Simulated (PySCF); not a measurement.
# chlorosilane: calculation against experiment

**The experiment to reproduce.**

NIST CCCBDB Release 22 (SRD 101), experimental dipoles lists, for the gas: dipole moment (microwave Stark effect) 1.31 ± 0.01 D.

The runs below try to reproduce these values; the comparison stands at the end.

Species: chlorosilane, ClH3Si.
Numbering: `[SiH3:1][Cl:2]` (hydrogens: H3, H4, H5 on Si1)

Geometry (GFN2-xTB, Å), atoms numbered from 1 in this order:
```
atom  x, y, z in Å
Si1   -0.1267    0.0052   -0.0112
Cl2    1.8787   -0.0685    0.1047
H3    -0.5619   -0.9656   -1.0090
H4    -0.5111    1.3567   -0.4031
H5    -0.6704   -0.3250    1.3014
```

Runs made with PySCF (gas phase, on this GFN2-xTB geometry; no spin–orbit coupling):

```csv
level,job,basis functions
PBE0/pcSseg-1,"shieldings, charges and field gradients",63
PBE0/IGLO-III,spin–spin couplings from 4 perturbed nuclei,118
wB97X-D/def2-SVPD,"8 singlets by full TDDFT, 3 Tamm–Dancoff triplets, polarisability",75
```

**Comparison with experiment**

**Dipole moment.** Measured: 1.31 D (NIST CCCBDB Release 22 (SRD 101), experimental dipoles).

```
            level  computed (D)  computed − measured (D)  % (from the printed values)
    PBE0/pcSseg-1          1.51                    +0.20                          +15
    PBE0/IGLO-III          1.03                    -0.28                          -21
wB97X-D/def2-SVPD          1.29                    -0.02                           -2
```

Closest is wB97X-D/def2-SVPD (-0.02 D), furthest PBE0/IGLO-III (-0.28 D); one molecule doesn't rank methods. The computed dipoles belong to one fixed geometry; measured ones are averaged over vibrations unless marked μe. Magnitudes are compared, not signs.

The geometry is computed, not the measured one. Where a level misses, the cause wasn't examined.
